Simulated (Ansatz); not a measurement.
Relaxation of AlH6NO (9 atoms, charge 0, multiplicity 1), to a largest force component of 0.03 eV/Å in at most 50 steps.

Computed with RKS PBE0-D4/def2-SVP in Ansatz.

```xyz
9
Properties=species:S:1:pos:R:3
Al -0.012 -0.408 0.003
O -0.204 -0.343 1.749
H -1.062 -0.487 2.154
H 1.477 -0.517 -0.514
H -1.310 -0.567 -0.899
N 0.145 2.540 0.946
H 1.042 2.995 1.104
H -0.582 3.249 1.005
H 0.003 1.862 1.722
```

Question: Where does it end, and by what steps?

Answer: It converged. After 14 steps the energy has fallen by 0.962 eV; H5 moved furthest, 0.82 Å. Joined: Al1–N6.

```
step  energy less start (eV)  largest force component (eV/Å)  accepted
   0                  0.0000                           1.022       yes
   1                 -0.1956                           0.767       yes
   2                 -0.4474                           0.964       yes
   3                 -0.7525                           0.673       yes
   4                 -0.8499                           1.071       yes
   5                 -0.9179                           0.469       yes
   6                 -0.9350                           0.260       yes
   7                 -0.9423                           0.246       yes
   8                 -0.9407                           0.412        no
   9                 -0.9489                           0.179       yes
  10                 -0.9567                           0.093       yes
  11                 -0.9591                           0.276       yes
  12                 -0.9616                           0.075       yes
  13                 -0.9611                           0.136        no
  14                 -0.9620                           0.013       yes
```

```xyz
9
Properties=species:S:1:pos:R:3
Al -0.069 0.179 0.267
O -0.479 -0.240 1.916
H -0.717 -1.118 2.215
H 1.401 -0.202 -0.252
H -1.267 0.246 -0.800
N 0.142 2.128 0.860
H 1.075 2.521 0.745
H -0.535 2.777 0.457
H -0.054 2.035 1.861
```

Whether the end is a true minimum wasn't checked by a vibrational analysis.

Run time: 17 s on 2 threads of Intel(R) Xeon(R) Platinum 8488C (Sapphire Rapids), with other jobs on the host, peak memory 0.16 GiB.
